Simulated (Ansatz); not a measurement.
# GaAs, pressure series

Consider GaAs in the zinc blende structure (space group F-43m, No. 216; a = 5.666 Å).

Cell and atoms are relaxed at each pressure.

Calculations: r2SCAN (Ansatz, an electronic-structure program; PAW; 500 eV plane waves; no spin-orbit coupling), earlier PAW set.

| pressure (GPa) | volume per atom (Å³/atom) |
|---|---|
| -2 | 23.412 |
| 0 | 22.732 |
| 1.8 | ? |
| 4.2 | 21.591 |
| 9 | 20.587 |
| 18 | 19.192 |
| 30 | 17.863 |
| 45 | 16.662 |
| 60 | 15.752 |

Task: Fit the third-order Birch–Murnaghan form P(V) = (3B₀/2)[(V₀/V)^(7/3) − (V₀/V)^(5/3)]·[1 + (3/4)(B₀′ − 4)((V₀/V)^(2/3) − 1)] (squares taken in P) to the rows shown and predict the withheld row.

Result: Least squares on the printed values gives V₀ = 22.730 Å³/atom, B₀ = 73.9 GPa, B₀′ = 4.3; this predicts 22.209 Å³/atom, and the run gives 22.204 Å³/atom, 0.005 lower.

Measured bulk modulus of GaAs: 76.7 GPa (static lattice; corrected from measurement; as listed in Daniel Mejia-Rodriguez, S. B. Trickey, Phys. Rev. B (2018)); the computed value is 4 % below it.

Load acts through the strain it causes; cell and atoms are relaxed under it. Whether these cells are dynamically stable was not tested. Measured, GaAs leaves this structure (for a Cmcm phase) near 15 GPa (room temperature; as listed in arXiv:1906.07825).
